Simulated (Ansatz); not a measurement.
This Ansatz (a quantum-chemistry and plane-wave program) input (CCSD(T)/cc-pVQZ) gives -238.19579 Eh with 195 basis functions.

Ansatz 0.2 input:
```yaml
crystal:
  periodic: [false, false, false]
  atoms:
    - {symbol: C, position_ang: [0.03744685, 0.00324337, 0.50825858]}
    - {symbol: F, position_ang: [-0.03836255, 1.09650981, -0.24435931]}
    - {symbol: F, position_ang: [-0.08494317, -1.09763667, -0.22692580]}
    - {symbol: H, position_ang: [0.88507040, -0.00931849, 1.19201449]}
basis:
  gaussian:
    orbitals: cc-pVQZ
magnetization: {spin_polarized: true, initial_magnetization: 1}
correlation: {method: ccsd_t, frozen_orbitals: {C: 0, F: 0, H: 0}}
```

Change:
```diff
- orbitals: cc-pVQZ
+ orbitals: cc-pVDZ
```

### Question
What does the run give now?

### Answer
-237.79204 Eh (CCSD(T)/cc-pVDZ, 47 functions), a change of +403.75 mEh.
